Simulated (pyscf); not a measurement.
S=GeH–SH → S=Ge: [singlet] + H₂S, a 1,1-elimination (singlet surface; Ge–S, Ge–H broken, H–S formed). Structures and frequencies: ωB97X-D3(BJ)/def2-SVP in PySCF. MP2 and CC: frozen core, UHF for open shells. ΔMP2 is the change of the MP2 total energy from the triple- to the quadruple-zeta basis. Energies in kcal/mol from the reactant's lowest minimum found.

Small-basis levels: PySCF, no dispersion term, spherical d functions. 

**Question.** Quick B3LYP/6-31G*+LANL2DZ single points give ΔE‡ = 49.2 kcal/mol and ΔE = +1.7 kcal/mol. What does CCSD(T)/def2-TZVPP + ΔMP2(QZVPP) give, and how far is the quick result from it?

**Answer.** CCSD(T)/def2-TZVPP + ΔMP2(QZVPP) gives ΔE‡ = 50.0 kcal/mol and ΔE = +5.8 kcal/mol. B3LYP/6-31G*+LANL2DZ lies 0.8 kcal/mol under it in the barrier and 4.1 kcal/mol under it in the reaction energy, so on this step it does not hold to within 3.0 kcal/mol. CCSD(T)/def2-TZVPP + ΔMP2(QZVPP) has limits of its own. On the product side the descent ends in a complex, 5.7 kcal/mol under the separated species and 48.8 kcal/mol under the saddle at ωB97X-D3(BJ)/def2-TZVP. At ωB97X-D3(BJ) the barrier from the zero used here is 56.2 kcal/mol. S=GeH–SH lies 14.0 kcal/mol over its isomer HS–Ge:–SH [singlet] (electronic energy, ωB97M-D3(BJ)). This is the saddle that the search found; another between the same sides may lie lower. The CCSD(T) − MP2 part came from Ansatz, without density fitting, on the same reference. The frozen core leaves the outer d or s,p core shells of the metals and heavy elements correlated in the MP2 and CC values, and def2-TZVPP describes them poorly, which can shift differences by a few kcal/mol. In the def2 sets elements up to Kr have no core potential.
